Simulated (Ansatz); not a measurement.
Results of the Gaussian-basis code of Ansatz.

Basis-set series for C3H6O2 (`CC=C(O)O`). The species carries charge 0 and has multiplicity 1. The structure was optimised at the PBE0-D4/def2-TZVP level. It is one conformer, not always the lowest.

```tsv
functional	basis	functions	energy (Eh)	HOMO (eV)	LUMO (eV)
PBE0-D4	def2-TZVPP	239	-268.17554	-5.93	0.75
PBE0-D4	def2-QZVPP	465	-268.19060	-5.97	0.35
ωB97M-V	def2-TZVPP	239	-268.36934	-8.17	2.26
ωB97M-V	def2-QZVPP	465	-268.38386	-8.21	1.59
```

Problem. Give the rows for def2-SVP. (Best estimate.)

Solution. The calculation gave: 
```tsv
functional	basis	functions	energy (Eh)	HOMO (eV)	LUMO (eV)
PBE0-D4	def2-SVP	100	-267.86424	-5.78	1.33
ωB97M-V	def2-SVP	100	-268.04696	-8.00	3.05
```

Positive LUMOs are unbound and depend on the basis.
